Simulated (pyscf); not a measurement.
**Multi-bond step: HO–SiH(OH)–OH (SMILES O[SiH](O)O) + H₂O (SMILES O) → H₂O (SMILES O) + HO–Si:–OH (SMILES O[Si]O) [singlet] + H₂O (SMILES O)**

Gas phase, singlet surface, charge 0. Bonds broken: O1–Si2, Si2–H10, H6–O9. Bonds formed: O1–H6, O9–H10. Structures and frequencies: ωB97X-D3(BJ)/def2-SVP in PySCF.

Transition state (Å):

```xyz
11

O      0.5785     0.3095     0.5725
Si    -0.9398     0.7639    -0.3717
O     -2.2155     0.1859     0.5670
O     -0.8747    -0.4299    -1.5597
H      0.9286    -0.5791     0.4231
H      1.2404     1.3788     0.2895
H     -2.5856     0.8232     1.1860
H     -1.5142    -1.1404    -1.4261
O      1.3148     2.4496    -0.1208
H      0.2200     2.3242    -0.4229
H      1.8004     2.4102    -0.9591
```

One imaginary mode, 1212i cm⁻¹; descent along it reached the two sides named, in the forms told below.

| bond | change | reactant side (Å) | saddle | product side |
|---|---|---|---|---|
| O1–Si2 | breaks | 1.667 | 1.845 | 2.069 |
| Si2–H10 | breaks | 1.474 | 1.945 | 3.8 |
| H6–O9 | breaks | 0.969 | 1.149 | 1.647 |
| O1–H6 | forms | 1.979 | 1.289 | 1.003 |
| O9–H10 | forms | 3.1 | 1.143 | 0.965 |

Electronic energies relative to the separated reactants (eV):

```tsv
level	barrier	reaction energy	reverse barrier
ωB97X-D3(BJ)/def2-TZVP	2.51	+2.72	-0.21
PBE/def2-TZVP	1.97	+2.38	-0.41
r²SCAN/def2-TZVP	2.28	+2.76	-0.48
B3LYP-D3(BJ)/def2-TZVP	2.35	+2.54	-0.18
PBE0-D3(BJ)/def2-TZVP	2.24	+2.63	-0.39
M06-2X/def2-TZVP	2.47	+2.70	-0.22
ωB97M-D3(BJ)/def2-TZVP	2.45	+2.51	-0.07
HF/def2-TZVP	3.60	+2.79	0.80
```

With ωB97M-D3(BJ)/def2-TZVP energies and thermal terms (ideal gas, 1 atm, RRHO with modes under 100 cm⁻¹ raised to 100, one conformer, R ln 2 for chiral ones without a mode under 150 cm⁻¹), in eV:

| T (K) | ΔH‡ | ΔG‡ | ΔH | ΔG |
|---|---|---|---|---|
| 298 | 2.39 | 2.88 | +2.51 | +2.08 |
| 600 | 2.38 | 3.39 | +2.48 | +1.65 |
| 900 | 2.41 | 3.89 | +2.43 | +1.24 |
| 1200 | 2.44 | 4.38 | +2.38 | +0.85 |

On the reactant side the descent ends in a complex (not fully relaxed), 0.20 eV under the separated species and 2.71 eV under the saddle at ωB97X-D3(BJ)/def2-TZVP. On the product side the descent ends in an adduct with a O–Si contact, 0.90 eV under the separated species and 0.69 eV under the saddle at ωB97X-D3(BJ)/def2-TZVP. At ωB97X-D3(BJ), PBE, r²SCAN, B3LYP-D3(BJ), PBE0-D3(BJ), M06-2X, ωB97M-D3(BJ) the saddle lies under the separated products, which points to a path from their complex (located at ωB97X-D3(BJ) alone), and parting the products costs more than the saddle. What is counted as broken (O–Si) persists as a longer contact in the product adduct; parting that adduct is a step of its own. The same reactants have a lower exit, to HO–Si(OH)(OH)–OH + H₂ (barrier +1.27 eV at ωB97M-D3(BJ), against +2.45 eV here). This is the saddle that the search found; another between the same sides may lie lower.
